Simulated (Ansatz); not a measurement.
# Al, fcc: geometry optimisation

Computed with DFT, LDA (PW92), plane waves (420 eV) with PAW, scalar-relativistic in Ansatz. The PAW files were generated under PBE, with cores re-solved for the functional.

k-point mesh 13×13×13, Fermi-Dirac smearing 0.1 eV, no spin polarisation. Cell and atoms relax.

Starting structure:

```
Al
1.0
     0.00000    2.02479    2.02479
     2.02479    0.00000    2.02479
     2.02479    2.02479    0.00000
Al
1
Direct
  0.00000 0.00000 0.00000
```

What cell does the relaxation end in?

Fm-3m with a = 3.983 Å; 15.80 Å³ per atom against 16.60 at the start (-4.8 %).

How much energy does the relaxation gain?

9.9 meV per atom.
